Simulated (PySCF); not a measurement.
From computed data to an observable: refractive index and permittivity of the vapour

CH₂Cl₂, SMILES ClCCl.

The structure is a stationary point at PBE0-D3(BJ)/def2-TZVP.

PBE/def2-TZVPD (PySCF) gives a mean static polarisability of 44.9 bohr³ and a dipole moment of 1.57 D. Take an ideal gas at 298.15 K and 0.1 bar, whether or not the substance is that volatile.

**Question.** Work out n − 1 in the optical limit and the static ε − 1.

**Answer.** 
Polarisability volume α' = 44.9 × 0.148185 = 6.65 Å³. Number density N = p/kT = 2.43e-6 Å⁻³.
Dilute limit of Lorentz–Lorenz: n − 1 = 2π N α' = 0.00010.
Orientation term of Debye: μ²/(3kT) = 8.098 Å³ × μ²(D²) = 19.96 Å³.
ε − 1 = 4π N (α' + μ²/3kT) = 0.00081. Orientation of the dipole supplies 75 % of the static response; it can't follow optical fields. Vibrational polarisation and dispersion are left out.
